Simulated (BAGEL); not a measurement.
# UHF/3-21G (density fitting with qzvpp-jkfit) run of CH4ClSi (SMILES [CH2][SiH2]Cl)

What is the vertical electron affinity of CH4ClSi at UHF/3-21G (density fitting with qzvpp-jkfit)? 

The results are computed with BAGEL 1.2.2.

3 further runs of the same task are left out: 1 that didn't finish, 2 set aside as unsound or not needed.

### 1 Starting point

CH4ClSi: 7 atoms, total charge 0, spin state doublet. SMILES: `[CH2][SiH2]Cl`. The shape is that of a PBE0-D4/def2-TZVP optimisation. This is one conformer, not always the lowest.

Bond lengths: C1–Si2 1.832 Å, Si2–Cl3 2.067 Å, C1–H4 1.085 Å, C1–H5 1.085 Å, Si2–H6 1.482 Å, Si2–H7 1.481 Å. Angles: C1–Si2–Cl3 110.1°, C1–Si2–H6 111.0°, C1–Si2–H7 111.0°, Cl3–Si2–H6 106.8°, Cl3–Si2–H7 106.9°, Si2–C1–H4 122.4°, Si2–C1–H5 122.3°, H6–Si2–H7 110.8°, H4–C1–H5 115.1°.

### 2 A single-point energy at UHF/3-21G (density fitting with qzvpp-jkfit)

File input.json:

```json
{ "bagel" : [

{
  "title" : "molecule",
  "basis" : "3-21g",
  "df_basis" : "qzvpp-jkfit",
  "angstrom" : true,
  "geometry" : [
    { "atom" : "C", "xyz" : [      -0.956100,       0.088100,      -0.602700 ] },
    { "atom" : "Si", "xyz" : [       0.657000,       0.049300,       0.264700 ] },
    { "atom" : "Cl", "xyz" : [       0.631500,      -1.390200,       1.747300 ] },
    { "atom" : "H", "xyz" : [      -1.161100,      -0.521500,      -1.476700 ] },
    { "atom" : "H", "xyz" : [      -1.796100,       0.671900,      -0.240300 ] },
    { "atom" : "H", "xyz" : [       0.934800,       1.344000,       0.929100 ] },
    { "atom" : "H", "xyz" : [       1.751200,      -0.309700,      -0.667000 ] }
  ]
},

{ "title" : "uhf", "nopen" : 1 },

{ "title" : "print", "file" : "orbitals.molden", "orbitals" : true }

]}
```

The run is started by

```console
BAGEL_NUM_THREADS=1 BAGEL input.json > input.out
```

Output:

```text
* using 1 threads per process

  ===============================================================
  ===============================================================

  *** Geometry ***

  { "atom" : "C", "xyz" : [     -1.806767,      0.166485,     -1.138938 ] },
  { "atom" : "Si", "xyz" : [      1.241550,      0.093163,      0.500211 ] },
  { "atom" : "Cl", "xyz" : [      1.193362,     -2.627097,      3.301918 ] },
  { "atom" : "H", "xyz" : [     -2.194161,     -0.985492,     -2.790559 ] },
  { "atom" : "H", "xyz" : [     -3.394137,      1.269707,     -0.454101 ] },
  { "atom" : "H", "xyz" : [      1.766516,      2.539792,      1.755745 ] },
  { "atom" : "H", "xyz" : [      3.309288,     -0.585248,     -1.260447 ] },

  Number of auxiliary basis functions:      403

  Since a DF basis is specified, we compute 2- and 3-index integrals:
    o Being stored without compression. Storage requirement is 0.006 GB

  Number of basis functions:       43
  Number of electrons      :       41

    * METHOD: MOLECULE                             0.11

  *** Open-shell HF ***

  === Nuclear Repulsion ===
   138.1738606608

      * DIIS with orbital gradients will be used.

  === UHF iteration (3-21g) ===
      0       -784.61583866          0.02440977           0.04
      1       -784.66189635          0.00647665           0.04
      2       -784.66612742          0.00217981           0.04
      3       -784.66676452          0.00058911           0.04
      4       -784.66697859          0.00017018           0.04
      5       -784.66703923          0.00007475           0.04
      6       -784.66705446          0.00001483           0.04
      7       -784.66705626          0.00000561           0.04
      8       -784.66705686          0.00000169           0.04
      9       -784.66705695          0.00000066           0.04
     10       -784.66705697          0.00000028           0.04
     11       -784.66705697          0.00000016           0.04
     12       -784.66705697          0.00000008           0.04
     13       -784.66705697          0.00000002           0.04
     14       -784.66705697          0.00000001           0.04
     15       -784.66705697          0.00000000           0.04
    * SCF iteration converged.

    * S^2 (UHF) is 0.7611

    * Permanent dipole moment:
           (    0.278519,    -0.767623,     0.942084) a.u.

    * METHOD: UHF                                  0.77

    * METHOD: PRINT                                0.01

  ===============================================================
```

Run time: 1 s. Hardware: 1 thread of Arm Neoverse V1, shared host.

### 3 The singlet anion, same level

File calc.json:

```json
{ "bagel" : [

{
  "title" : "molecule",
  "basis" : "3-21g",
  "df_basis" : "qzvpp-jkfit",
  "angstrom" : true,
  "geometry" : [
    { "atom" : "C", "xyz" : [      -0.956100,       0.088100,      -0.602700 ] },
    { "atom" : "Si", "xyz" : [       0.657000,       0.049300,       0.264700 ] },
    { "atom" : "Cl", "xyz" : [       0.631500,      -1.390200,       1.747300 ] },
    { "atom" : "H", "xyz" : [      -1.161100,      -0.521500,      -1.476700 ] },
    { "atom" : "H", "xyz" : [      -1.796100,       0.671900,      -0.240300 ] },
    { "atom" : "H", "xyz" : [       0.934800,       1.344000,       0.929100 ] },
    { "atom" : "H", "xyz" : [       1.751200,      -0.309700,      -0.667000 ] }
  ]
},

{ "title" : "hf", "charge" : -1 },

{ "title" : "print", "file" : "orbitals.molden", "orbitals" : true }

]}
```

The run is started by

```console
BAGEL_NUM_THREADS=1 BAGEL calc.json > calc.out
```

Output:

```text
* using 1 threads per process

  ===============================================================
  ===============================================================

  *** Geometry ***

  { "atom" : "C", "xyz" : [     -1.806767,      0.166485,     -1.138938 ] },
  { "atom" : "Si", "xyz" : [      1.241550,      0.093163,      0.500211 ] },
  { "atom" : "Cl", "xyz" : [      1.193362,     -2.627097,      3.301918 ] },
  { "atom" : "H", "xyz" : [     -2.194161,     -0.985492,     -2.790559 ] },
  { "atom" : "H", "xyz" : [     -3.394137,      1.269707,     -0.454101 ] },
  { "atom" : "H", "xyz" : [      1.766516,      2.539792,      1.755745 ] },
  { "atom" : "H", "xyz" : [      3.309288,     -0.585248,     -1.260447 ] },

  Number of auxiliary basis functions:      403

  Since a DF basis is specified, we compute 2- and 3-index integrals:
    o Being stored without compression. Storage requirement is 0.006 GB

  Number of basis functions:       43
  Number of electrons      :       41

    * METHOD: MOLECULE                             0.12

  *** RHF ***

  === Nuclear Repulsion ===
   138.1738606608

      * DIIS with orbital gradients will be used.

  === RHF iteration (3-21g) ===
      0       -784.52526415          0.02500551           0.03
      1       -784.61465018          0.01303141           0.02
      2       -784.64468914          0.00133489           0.02
      3       -784.64520651          0.00028065           0.02
      4       -784.64524302          0.00005594           0.02
      5       -784.64524479          0.00001548           0.02
      6       -784.64524496          0.00000563           0.02
      7       -784.64524498          0.00000125           0.02
      8       -784.64524499          0.00000053           0.02
      9       -784.64524499          0.00000013           0.02
     10       -784.64524499          0.00000003           0.02
     11       -784.64524499          0.00000001           0.03
    * SCF iteration converged.

    * Permanent dipole moment:
           (   -0.933170,     0.173431,    -0.655221) a.u.

    * METHOD: HF                                   0.39

    * METHOD: PRINT                                0.01

  ===============================================================
```

It took 0.65 s on 1 thread of Arm Neoverse V1, shared host.

### 4 What came out

At UHF/3-21G (density fitting with qzvpp-jkfit):

```
                                                            quantity          value
                                       doublet CH4ClSi: total energy  -784.66706 Eh
                                      doublet CH4ClSi: dipole moment         3.17 D
                                               doublet CH4ClSi: ⟨S²⟩          0.761
                                         singlet anion: total energy  -784.64524 Eh
                                          singlet anion: HOMO energy       -1.07 eV
                                          singlet anion: LUMO energy        9.92 eV
singlet anion: HOMO–LUMO gap (to an unbound level, set by the basis)       11.00 eV
                   vertical electron affinity (to the singlet anion)      -0.594 eV
```

What this shows: The anion lies 0.59 eV (57.3 kJ/mol) above the neutral: the electron isn't bound at this level, and such a value depends on the basis. Without diffuse functions anions come out too high. Hartree–Fock misses the correlation that binds many anions.
